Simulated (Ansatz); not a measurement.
`BC` and `BCB` differ in one atom or group.

Ansatz, PBE0-D4/def2-TZVP geometries, multiplicity 1. 

```csv
property,`BC`
size of the dipole moment (B3LYP/def2-TZVPP) / D,0.69
LUMO energy (B3LYP/def2-TZVPP) / eV,-1.47
HOMO–LUMO gap (PBE/def2-TZVPP) / eV,5.31
size of the dipole moment (ωB97M-V/def2-TZVPP) / D,0.69
LUMO energy (ωB97M-V/def2-TZVPP) / eV,0.70
HOMO energy (PBE/def2-TZVPP) / eV,-7.57
```

(1) What does the change do to each property? (An estimate is asked.)

## Answers

(1) The calculation gave: 
```json
{"property": "size of the dipole moment (B3LYP/def2-TZVPP) / D", "`BCB`": "0.78", "shift": "0.09"}
{"property": "LUMO energy (B3LYP/def2-TZVPP) / eV", "`BCB`": "-2.09", "shift": "-0.62"}
{"property": "HOMO–LUMO gap (PBE/def2-TZVPP) / eV", "`BCB`": "4.76", "shift": "-0.55"}
{"property": "size of the dipole moment (ωB97M-V/def2-TZVPP) / D", "`BCB`": "0.79", "shift": "0.10"}
{"property": "LUMO energy (ωB97M-V/def2-TZVPP) / eV", "`BCB`": "0.06", "shift": "-0.64"}
{"property": "HOMO energy (PBE/def2-TZVPP) / eV", "`BCB`": "-7.64", "shift": "-0.07"}
```

The zero-point energy changes by 30.6 kJ/mol with +6 modes. Dipoles are sizes alone; their direction can turn.

B3LYP here is the variant with VWN-RPA as its local correlation; programs differ in this.
